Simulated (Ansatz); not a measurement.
Titanium, hcp: convergence with the k-point mesh

Computed with Ansatz, LDA, scalar-relativistic PAW, on the relaxed cell (a = 2.864 Å, c = 4.540 Å (c/a = 1.585); spin not included). Errors count from a run at 420 eV on a Γ-centred 21×21×12 mesh with Fermi-Dirac smearing of 0.1 eV, extrapolated to zero width. Fixed here: cutoff 420 eV, Fermi-Dirac width 0.1 eV. The SCF starts from atomic densities corrected by a trained network.

```
  k-mesh  E(σ→0) error (meV/atom)  P (GPa)  SCF iterations
   3×3×2                    -47.1    -1.63               6
   5×5×3                     -3.3     0.06               6
   6×6×4                      4.1    -0.13               6
   8×8×4                     -7.3    -0.13               6
 10×10×6                      0.5    -0.05               6
 13×13×8                      0.2    -0.02               6
18×18×10                      0.1    -0.03               6
```

Problem. What does the run at 2×2×1 give (k-mesh)?

Solution. E(σ→0) error (meV/atom): -412.1; P (GPa): -7.10; SCF iterations: 6.

Within 5 meV/atom of the last row: from 10×10×6 on.
